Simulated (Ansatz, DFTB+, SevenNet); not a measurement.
**hcp Re: properties by level of theory**

Reference values: lattice constant a 2.761 Å (measured, 293 K, not corrected to a static lattice; as tabulated in Wikipedia's data pages); lattice parameter c 4.458 Å (measured, 293 K, no zero-point or thermal correction; as tabulated in Wikipedia's data pages).

| level (code) | equilibrium lattice constant a (Å) | c axis length (Å) |
|---|---|---|
| GFN1-xTB (DFTB+) | 2.912 | 4.692 |
| SevenNet-l3i5 (SevenNet) | 2.784 | 4.496 |
| PBE-D3(BJ) (Ansatz) | 2.758 | 4.452 |
| PBE0 (Ansatz) | 2.750 | 4.444 |

Differences from the reference values (errors of the level alone only where the reference is corrected to a static lattice):

```tsv
level	lattice constant a (%)	lattice parameter c (%)
GFN1-xTB	+5.47	+5.25
SevenNet-l3i5	+0.83	+0.85
PBE-D3(BJ)	-0.11	-0.13
PBE0	-0.40	-0.31
```

Nearest: lattice constant a, not ranked (reference at room or unstated temperature); lattice parameter c, not ranked (reference at room or unstated temperature).

Machine-learned potentials (SevenNet-l3i5) are trained on DFT data, which may include these solids.

Caveats: the method was fitted mainly to molecules (GFN1-xTB). Ansatz's density-functional and Hartree–Fock values are scalar-relativistic unless marked +SOC, with PAW data made under PBE.

Differences are worked out from the printed values.

Computed values are for the static lattice.

Ansatz is a quantum-chemistry and plane-wave program.
